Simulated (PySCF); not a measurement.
HSE06 single point of singlet H₂SO at its PBE0 minimum.

Input, equivalent to the run apart from its starting density:

```python
from pyscf import gto, scf, dft
mol = gto.M(atom='''
S      0.196419     0.340204    -0.231540
O     -0.467328    -0.809430     0.414496
H      1.417219     0.550130     0.380522
H     -0.232173     1.502414     0.380521''',
    basis={'S': 'def2-TZVP', 'O': 'def2-TZVP', 'H': 'def2-TZVP'},
    charge=0, spin=0)
mf = dft.RKS(mol, xc='HSE06')
mf.grids.atom_grid = (75, 302)
aux = {'S': 'def2-universal-JKFIT', 'O': 'def2-universal-JKFIT', 'H': 'def2-universal-JKFIT'}
mf = mf.density_fit(auxbasis=aux)
mf.conv_tol = 1e-08
mf.diis_space = 10
mf.max_cycle = 60
mf.verbose = 4
mf.kernel()
```

Excerpt of the output:

```
init E= -474.410938807855
  HOMO = -0.257225737307285  LUMO = -0.0131939652491973  gap/eV = 6.64044
cycle= 1 E= -474.410972470034  delta_E= -3.37e-05  |g|= 0.00533  |ddm|= 0.0193
  HOMO = -0.256539121521179  LUMO = -0.0132444225912627  gap/eV = 6.62039
cycle= 2 E= -474.410961924614  delta_E= 1.05e-05  |g|= 0.00862  |ddm|= 0.00678
  HOMO = -0.257280006201686  LUMO = -0.0132792936773199  gap/eV = 6.63960
cycle= 3 E= -474.410974725816  delta_E= -1.28e-05  |g|= 0.00173  |ddm|= 0.00581
  HOMO = -0.257172957777881  LUMO = -0.013316833939131  gap/eV = 6.63566
cycle= 4 E= -474.410974992885  delta_E= -2.67e-07  |g|= 8.89e-05  |ddm|= 0.00118
  HOMO = -0.257178292974844  LUMO = -0.0133164574678233  gap/eV = 6.63582
cycle= 5 E= -474.410974994937  delta_E= -2.05e-09  |g|= 2.13e-05  |ddm|= 9.32e-05
  HOMO = -0.257172851341389  LUMO = -0.0133125156177922  gap/eV = 6.63578
Extra cycle  E= -474.41097499493  delta_E= 7.5e-12  |g|= 2.27e-05  |ddm|= 4.19e-05
converged SCF energy = -474.41097499493
```

This run, together with those of the ionised and electron-attached species (not shown), took 1.9 s on 2 threads of a shared Arm Neoverse V2 host, with 80 basis functions; the process peaked at 0.87 GiB.
